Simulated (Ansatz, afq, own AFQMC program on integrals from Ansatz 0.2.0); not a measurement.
# Where AFQMC and coupled cluster stand for BSiH₂⁺, triplet

```xyz
4

Si    0.0000    0.0000    0.6500
B     0.0000    0.0000   -1.3428
H     0.0000   -1.0760   -1.8539
H     0.0000    1.0760   -1.8539
```

Connectivity, by distances: Si–BH2.

Basis cc-pVDZ. Noble-gas cores (and the filled d shells of Ga–Kr and In–Xe) are frozen. Ansatz 0.2.0 and our own AFQMC program on the same integrals; the CISD trial comes from CCSD amplitudes, and released means the phaseless constraint is let go. Free AFQMC starts from the CCSD state and is never constrained. Its projection time is finite, and what remains of the start isn't in its error. Uncertainties: one standard error, sampling alone.

Determinant: UHF, the one that the program's search chose, which needn't be the lowest solution. The geometry is a PBE0/def2-TZVP stationary point of this or a neighbouring charge and spin state.

No full CI on the walks' own integrals is used here; CCSDT(Q) serves as the reference and is uncertain by about the last step of the cluster series.

Cautions: lower spins were not checked.

The T1 diagnostic is 0.0327 and the weight of the determinant in the CISD state is 0.882. The ⟨S²⟩ of the determinant is 2.015 and the size of the correlated space is 8 electrons in 36 orbitals.

Reference: CCSDT(Q), correlation energy -4.395 eV. The released energy is read at 2.40 1/Eh (meV from the phaseless value at times in 1/Eh: -13 ± 9 at 0.24, -23 ± 8 at 0.51, -28 ± 10 at 0.99, -33 ± 9 at 1.62, -24 ± 13 at 2.40).

| level | E − E(reference) (kJ/mol) | share of correlation (%) |
| --- | --- | --- |
| HF | 424.0 | 0.00 |
| MP2 | 109.1 | 74.27 |
| CCSD | 17.5 | 95.88 |
| CCSD(T) | 4.5 | 98.93 |
| CCSDT | 0.7 | 99.84 |
| ph-AFQMC/HF | 1.6 ± 3.5 | 99.62 |
| ph-AFQMC/CISD | 1.6 ± 0.7 | 99.62 |
| released AFQMC | -0.7 ± 1.2 | 100.16 |
| free AFQMC | 1.7 ± 1.0 | 99.60 |

Free projections are given only where their last times agree within the noise and don't stop above the reference; a slow remainder of the start can still hide under it. A walk keeps the symmetry of its determinant, which the program's search chose and which needn't be the lowest solution, so a lower state of the same spin and another symmetry isn't excluded. Released energies are given only where the last usable release times agree within the noise; a slower fall can still hide under it.
